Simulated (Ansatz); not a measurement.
Born–Oppenheimer molecular dynamics of BH4O (6 atoms, charge 0, multiplicity 2). It starts at the highest image of a converged band. Of that band: A vibrational analysis at the climbing image gives 2 clearly imaginary modes (549i, 130i cm⁻¹): a point of higher order. A lower path may pass nearby, or the ends, which weren't checked, may share the extra mode.

Computed with UKS PBE-D4/def2-SVP (Ansatz).

```
ensemble                      : NVE (velocity Verlet)
time step                     : 0.5 fs
steps asked                   : 200
starting velocities drawn for : 100 K
seed                          : 4458
```

First frame:

```xyz
6
Properties=species:S:1:pos:R:3
B -0.103 0.049 0.137
H -0.948 -0.214 2.270
H 1.065 -0.124 -0.169
H -1.016 -0.665 -0.242
O -0.146 0.001 1.763
H 0.634 0.153 2.327
```

Task: How far do the bonds stretch over the last three quarters of this one trajectory? (Pairs bonded in most of those frames.)

Result: 
```tsv
bond	mean (Å)	spread (Å)	shortest	longest
B1–H3	1.219	0.016	1.19	1.25
B1–H4	1.220	0.014	1.19	1.24
B1–O5	1.676	0.052	1.61	1.75
H2–O5	0.981	0.009	0.96	1.00
O5–H6	0.981	0.011	0.96	1.00
```

Mean temperature of the second half: 178 K. The conserved energy stayed within 0.059 meV per atom of its start (net change 0.031 meV per atom), so the integration is sound. The kinetic energy rose, since the run started high on the potential surface and went downhill. A run of 0.1 ps of so small a system gives no equilibrium averages.

The run took 4.1 min on 1 thread of Intel(R) Xeon(R) Platinum 8259CL CPU @ 2.50GHz (Skylake/Cascade Lake), on a shared host, peak memory 0.12 GiB.
